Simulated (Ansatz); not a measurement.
The input, for Ansatz 0.2.0:

```yaml
crystal:
  periodic: [false, false, false]
  atoms:
    - {symbol: Cl, position_ang: [0.000000, -0.064271, 1.047363]}
    - {symbol: B, position_ang: [0.000000, 0.556722, -0.580490]}
    - {symbol: F, position_ang: [0.000000, -0.288608, -1.582626]}
    - {symbol: H, position_ang: [0.000000, 1.729234, -0.782892]}
basis:
  gaussian: {orbitals: cc-pVDZ}
magnetization: {spin_polarized: false}
correlation: {method: ccsdt_q, electrons: outside_noble_gas}
```

```sh
$ ansatz run in.yaml --threads 1 --pin off --events-out ev --progress --plain --max-ram 2393MiB
```

Problem. Roughly how long does this take on 1 thread of Arm Neoverse V1, shared host, and how much host memory?

Solution. 28 s wall and 0.41 GiB.

```
937 factors; integrals over basis functions are off by at most 1.5e-7 eV
mean field evaluation 1: about -15898.5499 eV, gradient 2.3e1 eV
mean field evaluation 2: about -15898.5522 eV, gradient 2.3e1 eV
mean field evaluation 4: about -15899.8373 eV, gradient 2.0e0 eV
mean field evaluation 8: about -15899.8535 eV, gradient 8.8e-5 eV
mean field evaluation 16: about -15899.8525 eV, gradient 5.1e-1 eV
mean field -15899.85348268 eV, -584.3088381807 hartree, gradient 1.3e-6 eV, S^2 0.000000; 0 other end points of the search recorded, 0 dependent functions left out
7 core orbitals not correlated: weight in the atoms' cores, before any rotation towards them, 1.000 or more for the frozen orbitals, at most 0.000 for the correlated occupied ones
reference -15899.85348268 eV, -584.3088381807 hartree; 9, 9 occupied and 35, 35 virtual orbitals, 937 factors
second order -11.01030907 eV of doubles, -0.00000000 eV of singles
cycle   1  -11.30645195 eV  change   -3.0e-1 eV  update   8.8e-2
cycle   2  -11.67324635 eV  change   -3.7e-1 eV  update   4.1e-2
cycle   3  -11.88592745 eV  change   -2.1e-1 eV  update   1.9e-2
cycle   4  -11.87176480 eV  change    1.4e-2 eV  update   6.1e-3
cycle   5  -11.85866533 eV  change    1.3e-2 eV  update   3.1e-3
cycle   6  -11.86197753 eV  change   -3.3e-3 eV  update   9.4e-4
cycle   7  -11.86245865 eV  change   -4.8e-4 eV  update   3.0e-4
cycle   8  -11.86221307 eV  change    2.5e-4 eV  update   1.3e-4
cycle   9  -11.86216713 eV  change    4.6e-5 eV  update   4.4e-5
cycle  10  -11.86221821 eV  change   -5.1e-5 eV  update   2.0e-5
cycle  11  -11.86217349 eV  change    4.5e-5 eV  update   8.7e-6
cycle  12  -11.86218269 eV  change   -9.2e-6 eV  update   3.0e-6
cycle  13  -11.86218334 eV  change   -6.6e-7 eV  update   1.4e-6
perturbative correction -0.02193792 eV, -0.0008062038 hartree
Total energy: -15911.73760395 eV, -584.7455715819 hartree
```
